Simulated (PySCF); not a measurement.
Spin states of C2

Unrestricted PBE0; PySCF, no relativity, basis sets C def2-TZVP. Outer shells of the fragments: C 2s2 2p2; C 2s2 2p2.

Followed along the bond (rough minima from three points):

| 2Ms+1 | unpaired | ⟨S²⟩ at the start | R at minimum (Å) | Te (eV) |
| --- | --- | --- | --- | --- |
| 3 | σ ↑, π ↑ | 2.01 | 1.30 | 0.00 |
| 1 | σ ↑, π ↓ | 1.01 | 1.31 | 0.25 |
| 3 | π ↑↑ | 2.01 | 1.37 | 0.48 |
| 1 | π ↑↓ | 1.00 | 1.37 | 0.80 |
| 1 | none | 0.00 | 1.39 | 1.86 |

Solutions found at the starting distance of 1.420 Å, counted from the lowest of them; the search is not exhaustive and high or unbound solutions are not listed, so other states can lie among these:

| 2Ms+1 | unpaired | term | E (eV) | ⟨S²⟩ | ⟨Lz²⟩ |
| --- | --- | --- | --- | --- | --- |
| 3 | σ ↑, π ↑ | ³Π | 0.00 | 2.01 | 1.00 |
| 3 | π ↑↑ | ³Σ⁻ | 0.18 | 2.01 | 0.00 |
| 1 | σ ↑, π ↓ | mixed | 0.23 | 1.01 | 1.00 |
| 1 | π ↑↓ | mixed | 0.49 | 1.00 | 2.01 |
| 1 | none | mixed | 1.53 | 0.00 | 2.00 |
| 1 | none | ¹Σ⁺ | 1.57 | 0.00 | 0.00 |
| 3 | σ ↑↑ | ³Σ⁺ | 2.62 | 2.01 | 0.00 |
| 5 | σ ↑, π ↑↑↑ | ⁵Π | 3.33 | 6.00 | 1.00 |
| 3 | σ ↑, π ↑↑↓ | mixed | 4.06 | 3.01 | 3.02 |
| 1 | σ ↑, π ↑↓↓ | mixed | 4.45 | 2.02 | 3.02 |
| 5 | σ ↑↑, π ↑↑ | mixed | 4.97 | 6.01 | 2.01 |
| 5 | σ ↑↑, π ↑↑ | mixed | 5.78 | 6.01 | 2.00 |
| 3 | σ ↑, π ↑ | mixed | 5.94 | 2.01 | 3.00 |
| 3 | σ ↑↑, π ↑↓ | mixed | 7.02 | 3.01 | 2.01 |

A term symbol is given only where ⟨S²⟩ and ⟨Lz²⟩ are close to those of a pure state; real π, δ and φ orbitals otherwise mix terms, and g/u labels are left off.
